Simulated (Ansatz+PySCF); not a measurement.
# doublet C3H3: levels of theory in one basis

| atom | x (Å) | y (Å) | z (Å) |
| --- | --- | --- | --- |
| C | 0.0000 | 0.0000 | -0.2927 |
| C | 0.0000 | 0.0000 | -1.5150 |
| H | 0.0000 | 0.0000 | -2.5772 |
| C | 0.0000 | 0.0000 | 1.0743 |
| H | 0.0000 | -0.9729 | 1.6553 |
| H | 0.0000 | 0.9729 | 1.6553 |

Basis set: cc-pVTZ (spherical functions). Left uncorrelated: 3 orbitals. Correlation on ROHF uses semicanonical orbitals with singles. Charge 0, multiplicity 2.

Computed with Ansatz (development build ahead of 0.2.0) and PySCF 2.14.0; each method stands on the lowest determinant of its kind that the runs found.

| method | E − E(ROHF) (eV) | <S²> of the determinant |
| --- | --- | --- |
| ROHF | 0.00 | 0.75 |
| UHF | -0.48 | 0.97 |
| ROHF-MP2 | -12.50 | – |
| UHF-MP2 | -12.09 | 0.97 |

**Question.** What does ROHF-CCSD(T) give on the same scale?

**Answer.** -13.72 eV.

Caution for UHF, UHF-MP2: the unrestricted determinant is spin contaminated. Caution for ROHF-MP2, UHF-MP2: forces differ strongly between restricted and unrestricted references.
